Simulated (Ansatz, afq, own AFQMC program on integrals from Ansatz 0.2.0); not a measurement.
## Where AFQMC and coupled cluster stand for SiNH$_{5}$, singlet

```xyz
7

N    -1.8468    0.0253   -0.0188
H    -2.1441    0.9931   -0.0188
H    -2.1441   -0.3770    0.8614
H    -0.7258    0.0253   -0.0188
Si    0.9862    0.0253   -0.0188
H     1.5984   -0.8490    1.0712
H     1.5984   -0.8490   -1.1088
```

Basis cc-pVDZ. Only valence electrons are correlated. AFQMC by an in-house program on the Cholesky factors that Ansatz 0.2.0 writes for its CCSD(T) run. ph-AFQMC/CISD is guided by a CISD state made of CCSD amplitudes; releasing the constraint for a short imaginary time cuts its bias at the price of noise, slowly where states lie close. Error bars are statistical, one sigma.

Determinant: RHF, the one that the program's search chose, which needn't be the lowest solution. The geometry is a point of a scan.

No full CI on the walks' own integrals is used here; CCSDT(Q) serves as the reference and is uncertain by about the last step of the cluster series.

Cautions: higher spins were not checked; restricted determinant unstable towards unrestricted (UHF 138 meV lower, ⟨S²⟩ 0.47).

```
T1 diagnostic                               : 0.0140
weight of the determinant in the CISD state : 0.851
size of the correlated space                : 14 electrons in 51 orbitals
```

**Question.** Estimate: order these by the size of their error in total energy against CCSDT(Q), smallest first.
A. MP2
B. CCSD
C. CCSD(T)
D. AFQMC with the constraint released

**Answer.** D (0.03 ± 0.15 kcal/mol), C (1.17 kcal/mol), B (6.75 kcal/mol), A (32.46 kcal/mol).

Reference: CCSDT(Q), correlation energy -9.339 eV. The released energy is read at 2.40 1/Eh (meV from the phaseless value at times in 1/Eh: -5 ± 3 at 0.24, -11 ± 3 at 0.51, -13 ± 3 at 0.99, -2 ± 5 at 1.62, -11 ± 6 at 2.40).

Released energies are given only where the last usable release times agree within the noise; a slower fall can still hide under it.
